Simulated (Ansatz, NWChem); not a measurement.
**The same job for NWChem**

This Ansatz 0.2.0 job computes quartet AlO:

run.yaml:
```yaml
crystal:
  periodic: [false, false, false]
  atoms:
    - symbol: O
      position_ang: [0.000000, -0.000000, -0.024920]
    - symbol: Al
      position_ang: [-0.000000, 0.000000, 1.594970]
basis:
  gaussian:
    orbitals: def2-TZVPPD.json
accuracy: high
magnetization:
  spin_polarized: true
  initial_magnetization: 3
scf:
  omitted_lower_state_checks: [cluster_reference, increment]
correlation:
  method: ccsd_t
  frozen_orbitals: {Al: 5, O: 1}
```

```bash
$ ansatz run run.yaml --threads 1 --pin off --max-ram 3480MiB --events-out events.jsonl --progress --plain --runs-dir runs
```

(Basis files named in the input come from the Basis Set Exchange and aren't shown.)

The shape is that of a PBE0-D4/def2-TZVP optimisation. That shape belongs to the parent species and isn't relaxed for this state.

It gives a total energy of -316.949618 Eh.

Translate the job to NWChem 7.3.0 as an ASE script.

One way, which was run:

alo.xyz:
```
2
AlO
O      0.000000     0.000000    -0.024920
Al     0.000000     0.000000     1.594970
```

run.py:
```python
from ase.io import read
from ase.calculators.nwchem import NWChem

atoms = read('alo.xyz')

calc = NWChem(
    label='alo',
    theory='tce',
    memory='stack 330 mb heap 110 mb global 1760 mb',
    basis='def2-TZVPPD',
    basispar='spherical bse',
    scf={'nopen': '3', 'uhf': None, 'thresh': '1e-08', 'maxiter': '80'},
    tce={'scf': None, 'ccsd(t)': None, 'freeze': 'core 6', 'maxiter': '60'},
    task='energy',
)
atoms.calc = calc

print("Total energy (eV):", round(atoms.get_potential_energy(), 6))
```

```bash
$ export ASE_NWCHEM_COMMAND="nwchem PREFIX.nwi > PREFIX.nwo"
$ python run.py
```

Its energy is -316.949618 Eh, the same as the first but for the last digit, at most.
